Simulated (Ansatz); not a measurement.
# H4OSi, SMILES O[SiH3]: a rigid scan of one bond angle

Program: Ansatz 0.2.0, Python API.

Script `h4osi_bend.py`:
```python
"""Energy of H4OSi against one bond angle."""

import warnings

import ansatz as az
from ase import Atoms

warnings.simplefilter("ignore", az.DeckWarning)

atoms = Atoms(["O", "Si", "H", "H", "H", "H"], positions=[
    (0.60987, -0.98223, 0.39855),
    (-0.0571, 0.37443, -0.19755),
    (0.10661, -1.62242, 0.89184),
    (-1.13174, 0.04363, -1.13493),
    (1.08415, 1.00003, -0.84517),
    (-0.61179, 1.18655, 0.88727),
])

# start the scan from a relaxed geometry
first = az.Crystal.molecule_from_ase(atoms).calculation()
first = first.basis(gaussian="6-31G*")
first = first.functional("CAM-B3LYP")
first = first.relax(force_tolerance=0.02, max_steps=80)
atoms.positions = first.run().report["positions_ang"]

rows = []
for angle in [85, 95, 105, 115, 125, 140, 160]:
    bent = atoms.copy()
    bent.set_angle(1, 0, 2, angle, indices=[2])
    job = az.Crystal.molecule_from_ase(bent).calculation()
    job = job.basis(gaussian="6-31G*")
    job = job.functional("CAM-B3LYP")
    rows.append((angle, job.run().report["free_energy_ev"]))
floor = min(e for _, e in rows)
for angle, e in rows:
    print(f"angle Si1-O0-H2 = {angle:3d} deg   {1000 * (e - floor):9.1f} meV")
```

`python h4osi_bend.py` gives:
```text
angle Si1-O0-H2 =  85 deg       506.6 meV
angle Si1-O0-H2 =  95 deg       216.5 meV
angle Si1-O0-H2 = 105 deg        57.4 meV
angle Si1-O0-H2 = 115 deg         0.0 meV
angle Si1-O0-H2 = 125 deg        19.4 meV
angle Si1-O0-H2 = 140 deg       139.5 meV
angle Si1-O0-H2 = 160 deg       343.9 meV
```

The scan is rigid, and the energies are electronic, in a modest basis. The zero is the lowest point of the grid, which needn't be the minimum. It ran for 9.9 s on 1 thread of Intel(R) Xeon(R) 6975P-C (Granite Rapids), with other jobs on the host, peak memory 0.18 GiB.

(Lines on the test bed's own set-up are left out of the output.)
